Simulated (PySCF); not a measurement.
Method: PBE-D3(BJ)/def2-TZVP // CAM-B3LYP-D3(BJ)/def2-TZVP (PySCF). Gas-phase values, no solvent. 

Reference species (SMILES): `[NH2][Al][F]` (neutral, multiplicity 2).

| Property | Value |
|---|---|
| highest occupied spin orbital | -5.11 eV |
| dipole moment | 2.21 D |

Changed species: `[NH2]` (radical fragment; the reference has radical fragment).

Predict the effect on the highest occupied spin orbital and dipole moment.

the highest occupied spin orbital decreases by 1.92 eV, to -7.03 eV; the dipole moment falls by 0.31 D, to 1.90 D.
